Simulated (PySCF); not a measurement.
Vibration and rotation of AlSi

PBE0 constants of AlSi, ⁴Σ⁻ (quartet), unpaired electrons σ ↑, π ↑↑ (basis Al def2-TZVP, Si def2-TZVP; no relativity; PySCF 2.14; masses 26.9815 and 27.9769 u):

```
ωe              : 380.4 cm⁻¹
ωexe            : 1.87 cm⁻¹
Be              : 0.21022 cm⁻¹
αe              : 0.00149 cm⁻¹
D (centrifugal) : 2.57e-07 cm⁻¹
De to Al + Si   : 2.65 eV
```

Problem. Give the vibrational terms G(v) and spacings up to v = 6.

Solution. G(v) = ωe(v+½) − ωexe(v+½)².

```
v  G(v) (cm⁻¹)  G(v) − G(v−1)  Bv (cm⁻¹)
0          190                    0.2095
1          566            377     0.2080
2          939            373     0.2065
3         1308            369     0.2050
4         1674            365     0.2035
5         2036            362     0.2020
6         2394            358     0.2005
```

Problem. How well does the Morse estimate ωe²/(4ωexe) reproduce De, and what is D0?

Solution. It gives 2.40 eV, 91 % of the computed De. D0 = De − G(0) = 2.65 − 0.02 = 2.63 eV.

The state is the lowest determinant that a PBE0 search found; another state may lie lower at other levels.
